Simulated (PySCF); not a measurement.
**H4OSi: core ionisation energies**

Species: H4OSi.
Cartesian coordinates in Å at the GFN2-xTB level; atoms count from 1:
```
atom  x, y, z in Å
O1     1.109   -0.177    0.482
Si2   -0.424    0.050   -0.009
H3     1.841   -0.196   -0.127
H4    -0.826   -1.017   -0.928
H5    -0.554    1.337   -0.694
H6    -1.142    0.005    1.254
```

Method used: delta-SCF UKS SCAN, pcX-2 on the ionised atom, pcseg-1 elsewhere, spin-free X2C (PySCF 2.14.0). Binding energies are ΔSCF values: E(core-ionised, relaxed orbitals) − E(ground state) at a fixed geometry, referred to the vacuum level.

Task: List the computed XPS lines with their assignment.

Result: 
```
atom(s)           environment     level  binding energy (eV)  2p1/2 (eV)  count
    Si2  oxygen-bound silicon  Si 2p3/2               107.49      108.11      1
     O1        silanol oxygen      O 1s               538.75           –      1
    Si2  oxygen-bound silicon     Si 1s              1847.31           –      1
```

Task: Give the binding energy of Si 1s of Si2 in hartree and in kJ/mol.

Result: 1847.31 eV = 67.8874 Eh = 178238 kJ/mol.

Spin–orbit coupling isn't in the SCF: each 2p doublet comes from a relaxed spin-free hole plus a matrix of the shell (mean-field spin–orbit coupling and the ground-state 2p splitting), with 2p3/2 averaged over its two sublevels. 2p1/2 minus 2p3/2 (ligand field included): Si 0.62 eV. Geometry: GFN2-xTB; no solvent, vibrations or thermal averaging.

The run took 4.2 s of wall time on one thread of an Arm Neoverse V1 (shared host).
